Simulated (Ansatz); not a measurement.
Input (CCSDT(Q)/aug-cc-pVTZ; Ansatz, a first-principles code):

Ansatz 0.2 input:
```yaml
crystal:
  periodic: [false, false, false]
  atoms:
    - {symbol: N, position_ang: [0.00000000, 0.00000000, -0.14141541]}
    - {symbol: H, position_ang: [0.00000000, -0.80231373, 0.49495392]}
    - {symbol: H, position_ang: [0.00000000, 0.80231373, 0.49495392]}
basis:
  gaussian:
    orbitals: aug-cc-pVTZ
magnetization: {spin_polarized: true, initial_magnetization: 1}
correlation: {method: ccsdt_q, electrons: outside_noble_gas}
```

Output:

```
Functional definition: HF
integrals: 0.22 GiB planned
1090 factors; integrals over basis functions are off by at most 1.6e-7 eV
mean field: 0.20 GiB planned
mean field evaluation 1: about -1511.8345 eV, gradient 1.4e1 eV
mean field evaluation 2: about -1511.8343 eV, gradient 1.4e1 eV
mean field evaluation 4: about -1512.6143 eV, gradient 1.3e0 eV
mean field evaluation 8: about -1512.6278 eV, gradient 1.0e-3 eV
mean field evaluation 16: about -1512.6278 eV, gradient 1.3e-6 eV
mean field evaluation 32: about -1510.4332 eV, gradient 3.8e-1 eV
mean field -1512.62784956 eV, -55.5880481752 hartree, gradient 1.3e-6 eV, S^2 0.759645; 1 other end points of the search recorded, 0 dependent functions left out
determinant -1512.62784956 eV, -55.5880481752 hartree, with singles and doubles -1518.29536808 eV, -55.7963256393 hartree
determinant -1510.43533832 eV, -55.5074748734 hartree, with singles and doubles -1516.15367601 eV, -55.7176199075 hartree
1 core orbitals not correlated
reference -1512.62784956 eV, -55.5880481752 hartree; 4, 3 occupied and 87, 88 virtual orbitals, 1090 factors
second order -5.13160834 eV of doubles, -0.00000000 eV of singles
coupled cluster: 1.77 GiB planned
cycle   1  -5.44012582 eV  change   -3.1e-1 eV  update   4.9e-2
cycle   2  -5.69349308 eV  change   -2.5e-1 eV  update   2.1e-2
cycle   3  -5.79035995 eV  change   -9.7e-2 eV  update   1.0e-2
cycle   4  -5.77461844 eV  change    1.6e-2 eV  update   3.5e-3
cycle   5  -5.77149142 eV  change    3.1e-3 eV  update   2.1e-3
cycle   6  -5.77496245 eV  change   -3.5e-3 eV  update   8.6e-4
cycle   7  -5.77534010 eV  change   -3.8e-4 eV  update   4.6e-4
cycle   8  -5.77491115 eV  change    4.3e-4 eV  update   1.8e-4
cycle   9  -5.77506119 eV  change   -1.5e-4 eV  update   8.2e-5
cycle  10  -5.77504485 eV  change    1.6e-5 eV  update   3.9e-5
cycle  11  -5.77501240 eV  change    3.2e-5 eV  update   2.3e-5
cycle  12  -5.77504166 eV  change   -2.9e-5 eV  update   1.2e-5
cycle  13  -5.77504372 eV  change   -2.1e-6 eV  update   6.3e-6
cycle  14  -5.77504868 eV  change   -5.0e-6 eV  update   3.2e-6
cycle  15  -5.77505007 eV  change   -1.4e-6 eV  update   1.4e-6
cycle  16  -5.77505005 eV  change    2.4e-8 eV  update   7.4e-7
perturbative correction -0.00603201 eV, -0.0002216721 hartree
Total energy: -1518.40893161 eV, -55.8004990221 hartree
```
